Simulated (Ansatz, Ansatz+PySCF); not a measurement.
```xyz
6

C     0.7873    0.0085   -0.0053
C    -0.3898    0.6838   -0.0090
C    -0.3912   -0.6897    0.0057
H     1.8854    0.0088   -0.0026
H    -0.9362    1.6327   -0.0083
H    -0.9413   -1.6300   -0.0100
```

RHF on singlet C3H3(+) was run in several spherical basis sets with Ansatz (development build ahead of 0.2.0).

(1) Rank the basis sets by the total energy that they give, lowest first, with the distance from the lowest.
A. cc-pVTZ
B. 6-31G(d)
C. def2-SVP
D. def2-TZVP
E. cc-pVDZ
F. STO-3G

## Answers

(1) D (0.00 eV), A (0.07 eV), E (0.91 eV), B (1.16 eV), C (3.55 eV), F (38.84 eV).

Totals follow the description of the cores as much as that of the bonds, so this order isn't one of quality for chemistry.
